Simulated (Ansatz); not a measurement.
# BN+ (sextet): wave-function methods side by side, def2-QZVPP

An exercise on one series of results from a longer session: the logs are not shown, and one member is left open.

The runs use Ansatz 0.2.0, Gaussian basis; def2-QZVPP, core rule «outside noble gas», up to 2 orbitals frozen.

To be run: UHF; ROHF; CCSD(T) on UHF.

### The system

The geometry is a PBE0/def2-TZVP stationary point (not a proven minimum) of the parent state, kept for this charge and spin.

2 atoms, charge 1, spin multiplicity 6.

Atoms are counted from 1 here; the program's logs count them from 0.

Bond lengths: B1–N2 1.435 Å.

Set-up of the first run:

in.yaml

```yaml
crystal:
  periodic: [false, false, false]
  atoms:
    - {symbol: B, position_ang: [0.000000, 0.000000, 0.000000]}
    - {symbol: N, position_ang: [0.000000, 0.000000, 1.435100]}
basis:
  gaussian: {orbitals: "def2-QZVPP.json"}
total_charge: 1
magnetization: {spin_polarized: true, initial_magnetization: 5}
hamiltonian: {xc: hf}
output: {orbitals: {seedname: orbitals}}
```

Command:

```
ansatz run in.yaml --threads 1 --pin off --events-out ev --progress --plain --max-ram 2393MiB
```

Among the steps run: UHF; ROHF; CCSD(T) on UHF.

One table of the session follows, with a row left open; its other results are not shown here.

It belongs to the step «Misses and costs». 

```
  method  from UCCSD(T) (kJ/mol)
    ROHF                  +356.2
     UHF                       ?
    UMP2                   +55.8
   UCCSD                    +8.9
UCCSD(T)                       0
```

Q: Estimate the row for UHF from the others.

The run gave: from UCCSD(T) (kJ/mol): +349.6. In the column «from UCCSD(T) (kJ/mol)» it lies between UMP2 (+55.8) and ROHF (+356.2).
